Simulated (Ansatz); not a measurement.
One geometry of B₃, several levels of theory.

```yaml
crystal:
  periodic: [false, false, false]
  atoms:
    - {symbol: B, position_ang: [0.468267, 0.762383, -0.021952]}
    - {symbol: B, position_ang: [0.425245, -0.787112, -0.021744]}
    - {symbol: B, position_ang: [-0.893502, 0.024729, 0.043696]}
basis:
  gaussian: {orbitals: def2-TZVPD, initial_orbitals: start.molden}
magnetization: {spin_polarized: true, initial_magnetization: 1}
hamiltonian: {xc: {name: LC-wPBE, parameters: {omega: 0.2/bohr}}}
scf: {omitted_lower_state_checks: [starts]}
output: {orbitals: {seedname: orbitals}}
```

The file start.molden holds the orbitals of an earlier run on this structure, at another level or in another basis.

```sh
$ ansatz run in.yaml --threads 4 --pin off --events-out ev --progress --plain --max-ram 3916MiB
```

Shortened log:

```
Functional definition: LC-wPBE
495 factors; their error is unknown
117 factors; integrals over basis functions are off by at most 9.7e-6 eV
mean field evaluation 1: about -2019.3499 eV, gradient 3.1e0 eV
mean field evaluation 2: about -2019.3749 eV, gradient 3.2e-2 eV
mean field evaluation 4: about -2019.3691 eV, gradient 2.3e-4 eV
mean field evaluation 8: about -2019.3691 eV, gradient 1.7e-5 eV
mean field -2019.36907570 eV, -74.2104447545 hartree, gradient 2.1e-5 eV, S^2 0.832885; 0 other end points of the search recorded, 0 dependent functions left out
reference -2019.36907573 eV, -74.2104447554 hartree; 8, 7 occupied and 103, 104 virtual orbitals, 495 factors
Total energy: -2019.36907573 eV, -74.2104447554 hartree
Checks for a lower state left out: starts
```

Run time 2.1 s (4 threads of AMD EPYC 7R43 on a shared host).

First input, but with `hamiltonian: {xc: pbe, dispersion: d4}` (abridged; 1.2 s):

```
Functional definition: PBE
mean field -2018.77865263 eV, -74.1887471068 hartree, gradient 2.2e-5 eV, S^2 0.795091
Total energy: -2018.83313952 eV, -74.1907494630 hartree
Checks for a lower state left out: starts
```

First input, but with `gaussian: {orbitals: def2-TZVPD}`, `hamiltonian: {xc: pbe0, dispersion: d4}` and without the key `scf` (abridged; 1.6 s):

```
Functional definition: PBE0
mean field evaluation 16: about -2018.1035 eV, gradient 3.7e0 eV
mean field -2018.80735423 eV, -74.1898018713 hartree, gradient 5.1e-5 eV, S^2 0.855802; 4 other end points of the search recorded, 0 dependent functions left out
Total energy: -2018.85213086 eV, -74.1914473820 hartree
```

First input, but with `hamiltonian: {xc: {name: LC-wPBE, parameters: {omega: 0.3/bohr}}}` (abridged; 2.3 s):

```
Functional definition: LC-wPBE
mean field -2019.22197222 eV, -74.2050388014 hartree, gradient 2.0e-5 eV, S^2 0.896422
Total energy: -2019.22197224 eV, -74.2050388019 hartree
Checks for a lower state left out: starts
```

The first input with `hamiltonian: {xc: {name: LC-wPBE, parameters: {omega: 0.1/bohr}}}` (abridged; 1.8 s):

```
Functional definition: LC-wPBE
mean field -2019.28680927 eV, -74.2074215190 hartree, gradient 1.7e-5 eV, S^2 0.801012
Total energy: -2019.28680940 eV, -74.2074215236 hartree
Checks for a lower state left out: starts
```

As the first input, with `gaussian: {orbitals: "def2-TZVPPD.json", initial_orbitals: start.molden}`, `correlation: {method: ccsd_t}`, `scf: {omitted_lower_state_checks: [starts, cluster_reference]}` and without the key `hamiltonian` (abridged; 4.2 s):

```
Functional definition: HF
mean field -2008.12737879 eV, -73.7973200130 hartree, gradient 2.8e-6 eV, S^2 1.530653
3 core orbitals not correlated: weight in the atoms' cores, before any rotation towards them, 1.000 or more for the frozen orbitals, at most 0.000 for the correlated occupied ones
second order -6.10165342 eV of doubles, -0.00000000 eV of singles
cycle   1  -6.41173241 eV  change   -3.1e-1 eV  update   1.4e-1
cycle   2  -6.93792285 eV  change   -5.3e-1 eV  update   7.6e-2
cycle   3  -7.30849925 eV  change   -3.7e-1 eV  update   6.2e-2
cycle   4  -7.41508816 eV  change   -1.1e-1 eV  update   2.9e-2
cycle   5  -7.46306377 eV  change   -4.8e-2 eV  update   1.0e-2
cycle   6  -7.47014118 eV  change   -7.1e-3 eV  update   4.5e-3
cycle   7  -7.47244819 eV  change   -2.3e-3 eV  update   1.9e-3
cycle   8  -7.47568589 eV  change   -3.2e-3 eV  update   6.7e-4
cycle   9  -7.47465526 eV  change    1.0e-3 eV  update   2.7e-4
cycle  10  -7.47513461 eV  change   -4.8e-4 eV  update   9.3e-5
cycle  11  -7.47510565 eV  change    2.9e-5 eV  update   4.0e-5
cycle  12  -7.47507267 eV  change    3.3e-5 eV  update   1.3e-5
cycle  13  -7.47507108 eV  change    1.6e-6 eV  update   5.1e-6
perturbative correction -0.69256707 eV, -0.0254513704 hartree
Total energy: -2016.29501694 eV, -74.0974751789 hartree
Checks for a lower state left out: starts, cluster_reference
```

The first input with `hamiltonian: {xc: r2scan, dispersion: d4}` (abridged; 1.6 s):

```
Functional definition: r2SCAN
mean field -2020.61021458 eV, -74.2560557671 hartree, gradient 1.3e-5 eV, S^2 0.877728
Total energy: -2020.62110942 eV, -74.2564561451 hartree
Checks for a lower state left out: starts
```

Geometry: PBE-D4/def2-TZVPD, that of the charge -1 singlet.

Correlated methods freeze 3 core orbitals. At LC-ωPBE (ω = 0.30 bohr⁻¹)/def2-TZVPD, CCSD(T)/def2-TZVPPD, r2SCAN-D4/def2-TZVPD the charge 0 doublet is spin-contaminated (final ⟨S²⟩ up to 1.53, 0.75 for a pure state). At CCSD(T)/def2-TZVPPD T1 of the charge 0 doublet is large (up to 0.106), so the single-reference result is doubtful. The structure comes from a short search, and lower isomers may exist.
